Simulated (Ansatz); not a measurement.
CH₃+ (`[CH3+]`). The species carries charge 1 and has multiplicity 1. The structure was optimised at the PBE0-D4/def2-TZVP level.

```xyz
4

C     0.000    0.000    0.000
H     0.029   -0.818    0.725
H    -0.589   -0.102   -0.916
H     0.559    0.920    0.191
```

Problem. Give the Mulliken charges with B3LYP, r2SCAN, ωB97M-V in def2-TZVPP. (Estimate.)

Solution. Computed: 
```tsv
atom	B3LYP	r2SCAN	ωB97M-V
C1	0.23	0.36	0.23
H2	0.26	0.21	0.26
H3	0.26	0.21	0.26
H4	0.26	0.21	0.26
```

B3LYP here is the variant with VWN-RPA as its local correlation; programs differ in this.
